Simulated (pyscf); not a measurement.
PySCF, gas phase, ωB97X-D3(BJ)/def2-SVP geometries.

Q: Estimate by transition-state theory the rate constant of O=Cr(=O)(OH)–Br + H₂O → O=Cr(=O)(OH)–OH + HBr (singlet surface; Br–Cr, H–O broken, Cr–O, Br–H formed) at 1200 K, with ωB97M-D3(BJ)/def2-TZVP energies (ideal gas, 1 atm, RRHO with modes under 100 cm⁻¹ raised to 100, one conformer, R ln 2 for chiral ones without a mode under 150 cm⁻¹; no tunnelling).

A: The electronic barrier is 15.1 kcal/mol and the thermal terms add +43.0, so ΔG‡ = 58.1 kcal/mol. With k_BT/h = 2.50e+13 s⁻¹ and RT = 2.385 kcal/mol, and a volume of 1.64e-19 cm³ per molecule at 1 atm, k = 1.1e-16 cm³ molecule⁻¹ s⁻¹. Wigner's tunnelling factor for 455i cm⁻¹ would be 1.01. A shift of 1 kcal/mol in the barrier changes k by a factor 1.5. On the product side the descent ends in a complex, 5.5 kcal/mol under the separated species and 11.0 kcal/mol under the saddle at ωB97X-D3(BJ)/def2-TZVP. This is the saddle that the search found; another between the same sides may lie lower. Elements up to Kr have no core potential and no relativistic terms here.
